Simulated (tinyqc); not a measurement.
Inside a calculation. Method: extended Hueckel theory, for LiF. One step of it, computed by the program tinyqc.

Question. Mulliken analysis. P = C n C^T; charge = valence electrons (F 7, Li 1) minus the sum of (P S)_ii on the atom; overlap population = 2 sum P_ij S_ij between two atoms.

coefficients, order 1Li 2s, 1Li 2px, 1Li 2py, 1Li 2pz, 2F 2s, 2F 2px, 2F 2py, 2F 2pz:
$$\begin{pmatrix}
-0.002618 & -0.010686 & 0.000000 & 0.000000 & 0.859315 & 0.000000 & 0.000000 & 0.625735 \\
0.000000 & 0.000000 & -0.005766 & 0.006791 & 0.000000 & 1.012624 & 0.042830 & 0.000000 \\
0.000000 & 0.000000 & 0.006791 & 0.005766 & 0.000000 & -0.042830 & 1.012624 & 0.000000 \\
-0.023486 & -0.000635 & 0.000000 & 0.000000 & -0.513332 & 0.000000 & 0.000000 & 1.000165 \\
1.010731 & 0.003404 & 0.000000 & 0.000000 & -0.044851 & 0.000000 & 0.000000 & -0.601751 \\
0.000000 & 0.000000 & -0.646244 & 0.761176 & 0.000000 & -0.173919 & -0.007356 & 0.000000 \\
0.000000 & 0.000000 & 0.761176 & 0.646244 & 0.000000 & 0.007356 & -0.173919 & 0.000000 \\
-0.001247 & 0.999233 & 0.000000 & 0.000000 & 0.038941 & 0.000000 & 0.000000 & 0.093755
\end{pmatrix}$$

occupations: [2.000000, 2.000000, 2.000000, 2.000000, 0.000000, 0.000000, 0.000000, 0.000000]

overlap S, order 1Li 2s, 1Li 2px, 1Li 2py, 1Li 2pz, 2F 2s, 2F 2px, 2F 2py, 2F 2pz:
$$\begin{pmatrix}
1.000000 & 0.000000 & 0.000000 & 0.000000 & 0.298885 & 0.000000 & 0.000000 & -0.064147 \\
0.000000 & 1.000000 & 0.000000 & 0.000000 & 0.000000 & 0.163079 & 0.000000 & 0.000000 \\
0.000000 & 0.000000 & 1.000000 & 0.000000 & 0.000000 & 0.000000 & 0.163079 & 0.000000 \\
0.000000 & 0.000000 & 0.000000 & 1.000000 & 0.432885 & 0.000000 & 0.000000 & -0.048499 \\
0.298885 & 0.000000 & 0.000000 & 0.432885 & 1.000000 & 0.000000 & 0.000000 & 0.000000 \\
0.000000 & 0.163079 & 0.000000 & 0.000000 & 0.000000 & 1.000000 & 0.000000 & 0.000000 \\
0.000000 & 0.000000 & 0.163079 & 0.000000 & 0.000000 & 0.000000 & 1.000000 & 0.000000 \\
-0.064147 & 0.000000 & 0.000000 & -0.048499 & 0.000000 & 0.000000 & 0.000000 & 1.000000
\end{pmatrix}$$

Give: charges; Overlap populations.

Answer.

charges: 1Li 1.0133, 2F -1.0133

Overlap populations:
```
pair      value
2-1   -0.029853
```
